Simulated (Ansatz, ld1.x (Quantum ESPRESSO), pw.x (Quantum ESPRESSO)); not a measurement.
From atom to crystal: PAW potential for nitrogen (N)

nitrogen, PAW, made with ld1.x (Quantum ESPRESSO) 7.5 (PBEsol, scalar-relativistic). Core [He], reference 2s2 2p2 (charge +1). Waves: 2s (bound): rcut 0.65, rcutus 0.90 bohr; 2s channel at 0.5 Ry: rcut 0.65, rcutus 0.90 bohr; 2p (bound): rcut 1.40, rcutus 1.95 bohr; 2p channel at -0.55 Ry: rcut 1.40, rcutus 1.95 bohr. Local part: all-electron potential smoothed inside 0.90 bohr (lloc = -1). Core correction: a·sin(br)/r model core inside 0.85 bohr. Augmentation charge: GAUSS, radius 0.45 bohr.

Crystal test: bcc N in pw.x 7.5, no spin, 18³ k-points, Fermi–Dirac smearing 0.01 Ry, cutoffs 60/480 Ry. The reference is all-electron LAPW (Ansatz 0.2.0) with the same functional, mesh and smearing; V0 and B0 come from Birch–Murnaghan fits to the pressures at five volumes. Errors are pseudo minus all-electron; Δ is the rms difference of the E(V) curves that follow from these fits, minima aligned, over ±6 % about the mean V0. Mesh and smearing are coarse, so the numbers serve the comparison and aren't converged zero-temperature values; the lattice is a test structure that the element need not adopt. Spin polarisation is left out.

| V (Å³/atom) | P all-electron (GPa) | P pseudo (GPa) |
| --- | --- | --- |
| 6.552 | 11.27 | 4.38 |
| 6.725 | 4.87 | -2.04 |
| 6.897 | -0.77 | -7.54 |
| 7.069 | -5.74 | -12.41 |
| 7.242 | -10.12 | -16.69 |

All-electron: a0 = 2.395 Å (V0 = 6.87 Å³/atom), B0 = 214.6 GPa.

Pseudopotential: mean pressure error (GPa): -6.77; a0 (Å): 2.371; a0 error (%): -1.00; B0 error (%): +11.9; Δ (meV/atom): 10.1. This is a poor potential for the solid. Atomic configuration tests: test run stopped at test 3 of 7 (negative rho).

Problem. At the middle volume, how do free energy and pressure move when the wave cutoff is lowered (ecutrho held at 480 Ry)?

Solution.

```tsv
cutoff (Ry)	shift of F (meV/atom)	shift of P (GPa)
27	+574.6	-8.78
36	+253.0	-5.70
48	+56.6	-2.73
```

The run at the middle volume (195 k-points, 14 iterations) took about 12 s on one core of a shared host (Intel(R) Xeon(R) Platinum 8488C, 192 threads, 1488 GiB, load 85).
